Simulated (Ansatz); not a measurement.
Bond stretch in SMILES [Cl][Al]([Cl])[Cl], singlet. The Al1–Cl4 bond (Al1 also carries Cl, Cl; Cl4 carries nothing else) is pulled apart rigidly from the PBE0/def2-TZVP optimised geometry.

Levels: RKS-PBE = restricted PBE/cc-pVTZ (Ansatz, a quantum-chemistry and plane-wave program); RKS-B3LYP = Ansatz with restricted B3LYP/cc-pVTZ; UKS-B3LYP = unrestricted B3LYP/cc-pVTZ (Ansatz); UKS-PBE = unrestricted PBE/cc-pVTZ in Ansatz; UCCSD(T) = CCSD(T) on UHF/cc-pVTZ, frozen core (Ansatz).

Cost and agreement with UCCSD(T) over the 21 points of the scan, with UCCSD(T) as yardstick. Costs are rough ratios of core time within Ansatz on shared cores, each with its mean field (Kohn-Sham runs search longer for lower solutions than correlated ones do); the miss is the largest difference from UCCSD(T) of the curve after the mean shift, in kJ/mol.

Task: Which of them comes closest to UCCSD(T) within 2 times the cost of the cheapest?

Result: RKS-PBE, 48.8 kJ/mol off at most.

```csv
level,relative cost,largest difference
RKS-PBE,1,48.8
RKS-B3LYP,1,67.1
UKS-B3LYP,4,34.5
UKS-PBE,4,40.2
```

Costs within a factor of two of each other count as equal.

The restricted form behind RKS-PBE, RKS-B3LYP keeps the bonding electrons paired and can't separate into open-shell fragments. The unrestricted determinant behind UKS-B3LYP is spin-contaminated at 3.73 to 7.13 Å (<S²> up to 0.9, against 0.00 for a pure singlet). The unrestricted determinant behind UKS-PBE is spin-contaminated at 3.73 to 7.13 Å (<S²> up to 0.8, against 0.00 for a pure singlet). The unrestricted determinant behind UCCSD(T) is spin-contaminated at 3.16 to 7.13 Å (<S²> up to 1.0, against 0.00 for a pure singlet).
